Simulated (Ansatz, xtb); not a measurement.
Ranking isomers of CH4NSi+

8 gas-phase structures of CH4NSi+, found in a search over its isomers (lower ones may exist). Each was relaxed with GFN2-xTB:

A. `C[NH+]=[Si]`, a singlet
B. `C=[Si]=[NH2+]`, a singlet
C. `C=[N+]=[SiH2]`, a singlet
D. `C1[NH2+][Si]1`, a singlet
E. `C=[NH+][SiH]`, a singlet
F. `C#[N+][SiH3]`, a singlet
G. `C[N+]#[SiH]`, a singlet
H. `C[Si]#[NH+]`, a singlet

Question: Which do you expect lowest at r2SCAN-D4/def2-SVP, and how would the others follow?

Answer: Calculated order at r2SCAN-D4/def2-SVP: A (0.0), F (23.3), C (36.8), D (42.3), E (102.9), H (106.5), G (197.0), B (197.8) kJ/mol. Less than 1 kcal/mol parts E and H; G and B, so the order within those pairs means little.

Energies above the lowest of each column, in kJ/mol; the last columns are at PBE0-D3(BJ)/def2-SVP geometries and were run for some of them only (a dash: not run or not comparable):

| structure | GFN2-xTB | HF/STO-3G | r2SCAN-D4/def2-SVP | PBE0-D3(BJ)/def2-SVP | CCSD(T)/def2-TZVPP |
| --- | --- | --- | --- | --- | --- |
| A | 0.0 | 0.0 | 0.0 | 0.0 | 0.0 |
| F | 76.8 | 74.9 | 23.3 | 34.5 | 7.9 |
| C | 10.7 | 187.0 | 36.8 | 51.3 | – |
| D | 111.1 | 48.6 | 42.3 | 34.8 | 52.2 |
| E | 118.6 | 151.6 | 102.9 | – | – |
| H | 13.2 | 306.0 | 106.5 | – | – |
| G | 33.6 | 365.6 | 197.0 | – | – |
| B | 101.8 | 463.3 | 197.8 | – | – |

Every level run on A puts it lowest or level with the lowest. Flexible structures stand in one conformer each, not always the lowest. Frequencies (PBE0-D3(BJ)/def2-SVP) were run for A, D, F alone.

Over these structures GFN2-xTB departs from r2SCAN-D4/def2-SVP by 65.6 kJ/mol on average once a common shift is removed. A GFN2-xTB relaxation took about 0.23 s and the r2SCAN-D4/def2-SVP energy about 2.8 s on a shared host (Ansatz 0.2.0, xtb 6.7.1).
